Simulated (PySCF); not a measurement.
Telling isomers of C6H6 apart by NMR

Computational details: shieldings: GIAO PBE0/pcSseg-1, B3LYP/pcJ-1 coupling constants (spin–dipole term left out of most H,H and C,H couplings), geometry from GFN2-xTB, in PySCF 2.14 (single conformer, no solvent model, non-relativistic Hamiltonian, rapidly exchanging positions averaged).

δ = σ(ref) − σ, references computed at the same level: TMS for 1H (31.72 ppm), 13C (186.93 ppm). Multiplet labels drop J under 1 Hz and among equivalent protons, and merge close values. Unscaled 3J(H,H) run several per cent high. Shifts are as computed. Against solution values, carbons near 30 ppm lie about +3 ppm off and those near 130 ppm about +5 ppm. Of 1211 compounds with measured shifts, 218 miss one by over three times the rms of a fit or turn the order of signals round; such compounds aren't used in these exercises.

(1) Tabulate the signals of `C1=CC2C3C1C23`, `c1ccccc1` and their relative energies.

(2) What is the quickest way to tell C1=CC2C3C1C23 from c1ccccc1?

## Answers

(1) 
```json
{"SMILES": "C1=CC2C3C1C23", "carbon types": "6×CH", "δC": "141.8, 55.1, 38.7", "δH": "6.22 (t, 2H), 4.07 (t, 2H), 1.73 (quint, 2H)", "E rel. (kcal/mol)": "71.9"}
{"SMILES": "c1ccccc1", "carbon types": "6×CH", "δC": "133.9", "δH": "7.66 (s, 6H)", "E rel. (kcal/mol)": "0.0"}
```

Energies are electronic energies at PBE0/pcSseg-1 on these geometries, without zero-point or thermal terms, each for the one conformer computed, which needn't be the lowest.

(2) Count the carbon signals: 3 against 1. The first has a three-membered-ring carbon (CH) at 55.1 ppm, the second an aromatic CH at 133.9 ppm. Their most deshielded carbons lie at 141.8 and 133.9 ppm. In the proton spectra the most deshielded non-exchanging signals are 6.22 (t, J = 1.7 Hz, 2H) and 7.66 (s, 6H).
